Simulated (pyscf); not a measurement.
PH₃ + HO–SiH₃ → H₃Si–O–PH₂ + H₂ (four-centre exchange; singlet surface; H–P, H–O broken, O–P, H–H formed). PySCF, gas phase, ωB97X-D3(BJ)/def2-SVP geometries. Energies in eV from the separated reactants.

```
level                      barrier  reaction energy
----------------------  ----------  ---------------
PBE/def2-TZVP                 2.55            +0.34
r²SCAN/def2-TZVP        (withheld)       (withheld)
B3LYP-D3(BJ)/def2-TZVP        2.78            +0.22
PBE0-D3(BJ)/def2-TZVP         2.73            +0.32
ωB97M-D3(BJ)/def2-TZVP        2.87            +0.27
HF/def2-TZVP            (withheld)            +0.37
```

Some entries are withheld; supply them.


- r²SCAN/def2-TZVP, barrier: 2.71
- r²SCAN/def2-TZVP, reaction energy: +0.29
- HF/def2-TZVP, barrier: 3.89

The functionals in the table span 0.32 eV in this barrier, from PBE to ωB97M-D3(BJ)/def2-TZVP. The same reactants have a lower exit, to HO–SiH₂–PH₂ + H₂ (barrier +2.55 eV at ωB97M-D3(BJ)/def2-TZVP, against +2.87 eV here). H₃Si–O–PH₂ lies 0.25 eV over its isomer HO–SiH₂–PH₂ (electronic energy, ωB97M-D3(BJ)/def2-TZVP). This is the saddle that the search found; another between the same sides may lie lower.
